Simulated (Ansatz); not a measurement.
bcc Ta was calculated with RPBE (PAW; Ansatz, a first-principles code).

Run with plane-wave cutoff 520 eV, 24×24×24 k mesh, Fermi–Dirac smearing 0.05 eV, scalar-relativistic PAW data made under PBE.

Pressure at four volumes; x = ln(V/18.610 Å³). One pressure is withheld.

```json
[
 {"V (Å³/atom)": "17.493", "x": "-0.0619", "P (GPa)": "?"},
 {"V (Å³/atom)": "17.865", "x": "-0.0409", "P (GPa)": "8.23"},
 {"V (Å³/atom)": "18.610", "x": "0.0000", "P (GPa)": "0.01"},
 {"V (Å³/atom)": "19.726", "x": "0.0582", "P (GPa)": "-9.70"}
]
```

Pass a parabola P(x) through the three rows shown, estimate the bulk modulus and its pressure derivative near zero pressure, and predict the withheld pressure.

Slopes between the rows: (0.01 − (8.23))/(0.0000 − (-0.0409)) = -200.98 and (-9.70 − (0.01))/(0.0582 − (0.0000)) = -166.84 GPa. Their difference over the span 0.0991 is c = 34.14/0.0991 = 344.5 GPa, so P(x) = 8.23 + (-200.98)(x − (-0.0409)) + 344.5 (x − (-0.0409))(x − (0.0000)). At the middle row B = −dP/dx = −[-200.98 + 344.5 × 0.0409] = 186.9 GPa, and B′ = dB/dP = 2c/B = 3.7. At x = -0.0619 the parabola gives 12.90 GPa; the run gives 12.98 GPa. The Birch–Murnaghan fit to the energies at all volumes has B0 = 186 GPa and B′ = 3.8.

Measured, for comparison: bulk modulus 198 GPa (corrected for temperature and zero-point phonon effects, sources range from 194 to 203; as tabulated in Levämäki et al. (2014), arXiv:1402.3671). Computed less measured: bulk modulus -6 % (-4.1 % to -8 % over the range).

Spin–orbit coupling is not included.
